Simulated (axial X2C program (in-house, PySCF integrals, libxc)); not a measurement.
**Potential curves of MgS⁺, two-component**

Computed with an axial X2C code built on PySCF integrals. Two-component (2c) means X2C with spin–orbit coupling and atomic mean-field two-electron Coulomb and Gaunt terms. Basis: S dyall-av3z [9s8p3d2f], Mg dyall-cv3z [9s8p6d3f] (cores contracted in-house); Gaussian nuclei, density fitting, unrestricted open shells. Masses: S 31.972 u, Mg 23.985 u.

State: Ω = 3/2 (⟨Sz⟩ = 0.50, ⟨Lz⟩ = 1.00 at M06). Energies in eV from the fragments at the same level (S + Mg+). Fits are polynomials in 1 − R0/R over 0.85 to 1.23 times the lowest point R0.

| R (Å) | M06 | PBE0 |
| --- | --- | --- |
| 1.9523 | -1.5670 | -1.2793 |
| 2.0420 | -1.9725 | -1.6985 |
| 2.1094 | -2.1420 | -1.8779 |
| 2.1767 | -2.2227 | -1.9694 |
| 2.2440 | -2.2355 | -1.9930 |
| 2.3225 | -2.1841 | -1.9560 |
| 2.4011 | -2.0812 | -1.8681 |
| 2.5021 | -1.8967 | -1.7047 |
| 2.6255 | -1.6244 | -1.4613 |
| 2.8050 | -1.1982 | -1.0872 |

The state is a single determinant with fixed occupations, the lowest that a limited PBE0 search found. Dissociation energies refer to the lowest single-determinant-based atoms at the same level and basis. Density functionals use the spin component along the axis (collinear). The 2c atoms are single determinants rather than J levels; their spin–orbit lowering is only partly caught, and De is too large by that part. This holds for PBE0. Without a current term, density functionals place determinants with orbital angular momentum somewhat too high.

Task: Fit the M06 curve near its minimum: give the equilibrium distance, the harmonic wavenumber and the well depth.

Result: At M06, 2c: Re = 2.224 Å, ωe ≈ 499 cm⁻¹, De = 2.24 eV to S + Mg+; Be follows as 0.249 cm⁻¹.

Task: What are Re, ωe and De at the PBE0 level?

Result: At PBE0, 2c: Re = 2.238 Å, ωe ≈ 481 cm⁻¹, De = 1.99 eV to S + Mg+; Be follows as 0.246 cm⁻¹.
